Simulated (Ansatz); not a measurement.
in.yaml

```yaml
crystal:
  periodic: [false, false, false]
  atoms:
    - {symbol: Ge, position_ang: [0.000000, 0.000000, 0.000000]}
    - {symbol: C, position_ang: [0.000000, 0.000000, 2.123000]}
basis:
  gaussian: {orbitals: cc-pVTZ}
correlation: {method: sc_nevpt2, electrons: outside_noble_gas, active_space: {window: {electrons: 8, orbitals: 8}, shells: [{species: C, l: s, shell: 2}, {species: C, l: p, shell: 2}, {species: Ge, l: s, shell: 4}, {species: Ge, l: p, shell: 4}]}}
```

```sh
$ ansatz run in.yaml --threads 1 --pin off --events-out ev --progress --plain --max-ram 2393MiB
```

Log:

```
816 factors; integrals over basis functions are off by at most 2.2e-7 eV
mean field evaluation 1: about -57497.8280 eV, gradient 1.3e1 eV
mean field evaluation 2: about -57497.8721 eV, gradient 1.3e1 eV
mean field evaluation 4: about -57498.5849 eV, gradient 2.0e0 eV
mean field evaluation 8: about -57498.6206 eV, gradient 4.1e-1 eV
mean field evaluation 16: about -57498.6262 eV, gradient 2.3e-6 eV
mean field evaluation 32: about -57490.1858 eV, gradient 3.3e1 eV
mean field evaluation 64: about -57496.3335 eV, gradient 3.5e0 eV
mean field evaluation 96: about -57492.1412 eV, gradient 1.2e1 eV
mean field evaluation 128: about -57498.6261 eV, gradient 6.4e-2 eV
mean field -57498.62620798 eV, -2113.0355391746 hartree, gradient 2.3e-6 eV, S^2 0.000000; 8 other end points of the search recorded, 0 dependent functions left out; unrestricted orbitals would lower it
reference -57498.62620798 eV, -2113.0355391746 hartree; 19, 19 occupied and 54, 54 virtual orbitals, 816 factors
state -57501.90175035 eV, -2113.1559131366 hartree
state -57501.90175035 eV, -2113.1559131366 hartree; corrected -57504.85596252 eV, -2113.2644784312 hartree
Total energy: -57504.85596252 eV, -2113.2644784312 hartree
Checks for a lower state left out: starts, orbital_swaps
```

Natural occupations: 1.9695 1.9373 1.9017 1.8333 0.1720 0.0748 0.0586 0.0528.

Ran on 1 thread of Arm Neoverse V1, shared host: 7.5 s wall, 0.16 GiB peak host memory.
